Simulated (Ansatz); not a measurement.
System: CH2O, charge 0, triplet. This triplet is an excited state, 3.2 eV above the singlet at CCSD(T)/cc-pV5Z (Ansatz, an electronic-structure program). CH2O (parent SMILES C=O, triplet).
B3LYP-D3(BJ)/def2-TZVP minimum from Ansatz:
```xyz
4

C     -0.5529     0.1193    -0.1902
O      0.6832    -0.1434     0.1204
H     -1.2581    -0.6873     0.0574
H     -0.8900     1.1188     0.1203
```
Charge 0, spin multiplicity 3.

Total energies in aug-cc-pVDZ, 12 correlated electrons, 2 frozen orbitals. UHF or UKS for unpaired electrons; spin-orbit terms are left out. Correlated methods leave the cores frozen. No relativity. The spin of CH2O (parent SMILES C=O, triplet) was assumed, and the state is the lowest solution found for it.

```
method    program  energy (Eh)  minus CCSDT(Q) (mEh)
--------  -------  -----------  --------------------
HF         Ansatz   -113.81288                319.48
MP2        Ansatz   -114.08975                 42.61
CCSD       Ansatz   -114.12154                 10.82
CCSD(T)    Ansatz   -114.13069                  1.67
CCSDT(Q)   Ansatz   -114.13236                  0.00
```

Rough core times of Ansatz's runs on a shared machine: CCSD(T) under 20 s, CCSDT(Q) 3 min.
